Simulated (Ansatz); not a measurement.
C4H7NO can be A, `CC1(O)C=NC1`, or B, `C=C(C)C(N)=O`.

Calculated with Ansatz (gas phase, PBE0-D4/def2-TZVP geometries, no zero-point term in ΔE). CBS: MP2 limit from def2 TZ/QZ plus the TZ coupled-cluster correction, frozen cores. DFT in def2-TZVPP. B3LYP here is the variant with VWN-RPA as its local correlation; programs differ in this. Each species was taken in one conformer, which may not be the lowest.

Which is lower in electronic energy at CCSD(T)/CBS, and by how much? (An estimate is asked.)

The calculation gave: B, by 156.1 kJ/mol.

Give E(B) − E(A) in kJ/mol with B3LYP, B3LYP-D4, ωB97M-V, PBE-D4, CCSD/def2-TZVPP, CCSD(T)/def2-TZVPP, MP2/def2-TZVPP. (Estimate.)

The calculation gave: B3LYP -183.5, B3LYP-D4 -182.8, ωB97M-V -161.7, PBE-D4 -170.2, CCSD/def2-TZVPP -155.1, CCSD(T)/def2-TZVPP -155.2, MP2/def2-TZVPP -158.7. None reverses the order clearly.

Largest T1 diagnostic: 0.014.

From PBE to PBE0 (25 % exact exchange), in def2-TZVPP and without D4, E(B) − E(A) moves by +6.5 kJ/mol. In def2-TZVPP, CCSD(T) changes the Hartree–Fock value by +25.4 kJ/mol (the triples alone add −0.1 kJ/mol) and MP2 by +22.0 kJ/mol.
